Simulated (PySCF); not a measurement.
All values below come from B3LYP-D3(BJ)/def2-TZVP // PBE0-D3(BJ)/def2-SVP run with PySCF. Isolated molecules, 0 K electronic values unless said otherwise. B3LYP has the VWN-RPA correlation part, as in Gaussian. 

Reference species (SMILES): `COC` (neutral, multiplicity 1).

| Property | Value |
|---|---|
| HOMO–LUMO gap | 8.23 eV |
| HOMO | -7.21 eV |
| dipole moment | 1.16 D |

After one change: the HOMO–LUMO gap decreases by 0.20 eV; the HOMO drops by 0.23 eV; the dipole moment increases by 0.62 D.

What was changed between the two runs? The new species is one of these.
(A) `N`
(B) `S`
(C) `CO`
(D) `[C-]#[O+]`

A, `N`
